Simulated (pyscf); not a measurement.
Thermochemistry of product channels of H₃C–O–O• (SMILES CO[O]) + H₂ (SMILES [H][H]) on the doublet surface, in kcal/mol, from ωB97M-D3(BJ)/def2-TZVP energies (ideal gas, 1 atm, RRHO with modes under 100 cm⁻¹ raised to 100, one conformer, R ln 2 for rigid chiral ones). Single points on ωB97X-D3(BJ)/def2-SVP structures (PySCF, gas phase).

```
products                                                            ΔE  ΔH(298 K)  ΔG(600 K)  ΔG(1200 K)
---------------------------------------------------------------  -----  ---------  ---------  ----------
H₃C–O• (SMILES C[O]) + H₂O (SMILES O)                            -55.9      -53.1      -56.8       -59.3
H₃C–O–OH (SMILES COO) + H• (SMILES [H])                          +20.0      +20.9      +21.9       +22.5
H₃C–OH (SMILES CO) + OH• (SMILES [OH])                             ___      -38.7      -41.0       -42.3
CH₄ (SMILES C) + O=O (SMILES O=O) [triplet] + H• (SMILES [H])    +31.9      +29.9      +14.4        -0.8
H₃C–OH (SMILES CO) + O (SMILES [O]) [triplet] + H• (SMILES [H])    ___      +62.4      +47.0         ___
CH₃• (SMILES [CH3]) + HO–OH (SMILES OO)                           +1.2       +3.2       -1.1        -4.9
```

**Question.** Some entries are withheld; supply them.

**Answer.** 
- H₃C–OH (SMILES CO) + OH• (SMILES [OH]), ΔE: -42.6
- H₃C–OH (SMILES CO) + O (SMILES [O]) [triplet] + H• (SMILES [H]), ΔE: +63.0
- H₃C–OH (SMILES CO) + O (SMILES [O]) [triplet] + H• (SMILES [H]), ΔG(1200 K): +31.1

These are energies of the channels, which say nothing of barriers. H₃C–O–O• lies 49.2 kcal/mol over its isomer HO–CH•–OH, and others may lie lower still (electronic energy, ωB97M-D3(BJ)). H₃C–O• lies 7.0 kcal/mol over its isomer •H₂C–OH, and others may lie lower still (electronic energy, ωB97M-D3(BJ)). Left out: orbital degeneracy and the spin-orbit lowering of OH, O. The orbital near-degeneracy of the XH₃O or XH₃S radical is left out.
